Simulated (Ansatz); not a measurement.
# Wavefunction methods compared: HCO, doublet

Calculated in Ansatz's Gaussian-basis code; BCCD by scripts on PySCF. Settings: STO-3G; 2 core orbitals frozen; no relativity. Perturbation and coupled-cluster methods stand on the Hartree–Fock determinant that coupled cluster favours; RHF here means ROHF, with semicanonical perturbation theory. The state met can differ between shapes. A minimal or small basis: far from the basis limit. The unrestricted determinant is a mixture of spins, so it may stand for another state.

Shape A. A bond is stretched, to 1.32 times the sum of the covalent radii.

```xyz
3

C     0.0000    0.0000    0.0000
H     0.0000    1.1684   -0.8001
O     0.0000    0.0000    1.1760
```

Shape B. A bond is stretched, to 1.72 times the sum of the covalent radii.

| atom | x (Å) | y (Å) | z (Å) |
| --- | --- | --- | --- |
| C | 0.0000 | 0.0000 | 0.0000 |
| H | 0.0000 | 1.5180 | -1.0395 |
| O | 0.0000 | 0.0000 | 1.1760 |

Shape C. A bond is stretched, to 1.92 times the sum of the covalent radii.

```json
{"atom": "C", "x (Å)": "0.0000", "y (Å)": "0.0000", "z (Å)": "0.0000"}
{"atom": "H", "x (Å)": "0.0000", "y (Å)": "0.9200", "z (Å)": "-0.6300"}
{"atom": "O", "x (Å)": "0.0000", "y (Å)": "0.0000", "z (Å)": "2.7283"}
```

Correlation energy of CCSD(T), then each method's total less that of CCSD(T), in eV:

| case | E corr CCSD(T) | CCSD | BCCD | BCCD(T) | determinant |
| --- | --- | --- | --- | --- | --- |
| A RHF | -4.268 | +0.175 | +0.225 | +0.006 | – |
| B RHF | -4.148 | +0.245 | +0.293 | +0.001 | – |
| C UHF | -0.582 | +0.003 | +0.003 | 0.000 | ⟨S²⟩ = 2.741 |

Question: How far does full CI lie from CCSD(T) in each case, and where is CCSD(T) within 1 kcal/mol (0.043 eV)?

Answer: A RHF: -0.038 eV (within); B RHF: -0.036 eV (within); C UHF: -0.031 eV (within, spin-contaminated determinant).

Question: Which method comes nearest to full CI in total energy for A RHF?

Answer: CCSD(T), 0.038 eV away; next BCCD(T) (0.044 eV), last BCCD (0.263 eV).

Several Brueckner solutions were met.
